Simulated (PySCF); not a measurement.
Ionisation energies (eV) were calculated with PySCF 2.14 by PBE0, UHF, PBE, in another order, as differences of total energies without spin-orbit coupling. The measured values are between term centres (NIST).

```csv
species,measured,A,B,C
"N (aug-cc-pwCVDZ, non-relativistic)",14.545,14.741,13.921,14.718
"Al (aug-cc-pwCVDZ, non-relativistic)",5.977,6.079,5.597,6.094
"Zn⁺ (aug-cc-pwCVDZ-PP with ECP10MDF, ECP)",17.964,18.676,16.879,18.302
"Zn (aug-cc-pwCVDZ-PP with ECP10MDF, ECP)",9.394,9.578,7.792,9.266
"As (aug-cc-pwCVDZ-PP with ECP10MDF, ECP)",10.008,9.852,9.425,9.921
"Pd (aug-cc-pwCVDZ-PP with ECP28MDF, ECP)",8.512,8.810,6.278,8.414
"In (aug-cc-pwCVDZ-PP with ECP28MDF, ECP)",5.603,5.583,5.207,5.611
"Hg⁺ (aug-cc-pwCVDZ-PP with ECP60MDF, ECP)",18.757,19.110,17.120,18.785
```

Problem. Which column is which method?

Solution. A is PBE (mean error 0.21 eV); B is UHF (mean error -1.07 eV); C is PBE0 (mean error 0.04 eV). PBE, with gradient corrections, lies close to experiment on average, with errors of both signs. Hartree-Fock lacks the correlation of the electron removed and comes out lowest. PBE0, with a quarter of exact exchange, lies close to experiment on average.
